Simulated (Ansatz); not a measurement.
**diamond against fcc along the 5d metals**

The calculation used DFT, PBEsol, plane waves (420 eV) with PAW, scalar-relativistic in Ansatz 0.2.0. The PAW files were generated under PBE, with cores re-solved for the functional.

Each structure is relaxed within its symmetry, in the lowest magnetic state of the tried starts. Differences under about 8 meV lie within the error of the k-point mesh.

```json
{"element": "Lu", "E(diamond) − E(fcc) (meV/atom)": "2084", "V(diamond) (Å³/atom)": "46.19", "V(fcc) (Å³/atom)": "27.26", "state of diamond": "spin not included", "state of fcc": "spin not included"}
{"element": "Hf", "E(diamond) − E(fcc) (meV/atom)": "2723", "V(diamond) (Å³/atom)": "32.37", "V(fcc) (Å³/atom)": "21.58", "state of diamond": "spin not included", "state of fcc": "spin not included"}
{"element": "Ta", "E(diamond) − E(fcc) (meV/atom)": "?", "V(diamond) (Å³/atom)": "?", "V(fcc) (Å³/atom)": "?", "state of diamond": "?", "state of fcc": "?"}
{"element": "W", "E(diamond) − E(fcc) (meV/atom)": "2332", "V(diamond) (Å³/atom)": "23.87", "V(fcc) (Å³/atom)": "15.99", "state of diamond": "spin not included", "state of fcc": "spin not included"}
{"element": "Re", "E(diamond) − E(fcc) (meV/atom)": "1744", "V(diamond) (Å³/atom)": "21.89", "V(fcc) (Å³/atom)": "14.61", "state of diamond": "spin not included", "state of fcc": "spin not included"}
{"element": "Os", "E(diamond) − E(fcc) (meV/atom)": "1362", "V(diamond) (Å³/atom)": "20.82", "V(fcc) (Å³/atom)": "13.96", "state of diamond": "spin not included", "state of fcc": "spin not included"}
{"element": "Ir", "E(diamond) − E(fcc) (meV/atom)": "1211", "V(diamond) (Å³/atom)": "20.89", "V(fcc) (Å³/atom)": "14.06", "state of diamond": "spin not included", "state of fcc": "non-magnetic"}
{"element": "Pt", "E(diamond) − E(fcc) (meV/atom)": "1282", "V(diamond) (Å³/atom)": "23.06", "V(fcc) (Å³/atom)": "15.05", "state of diamond": "spin not included", "state of fcc": "spin not included"}
{"element": "Au", "E(diamond) − E(fcc) (meV/atom)": "943", "V(diamond) (Å³/atom)": "27.33", "V(fcc) (Å³/atom)": "17.00", "state of diamond": "spin not included", "state of fcc": "spin not included"}
```

**Question.** Fill in the row of Ta.

**Answer.** E(diamond) − E(fcc) (meV/atom): 2777; V(diamond) (Å³/atom): 27.06; V(fcc) (Å³/atom): 18.21; state of diamond: spin not included; state of fcc: spin not included.
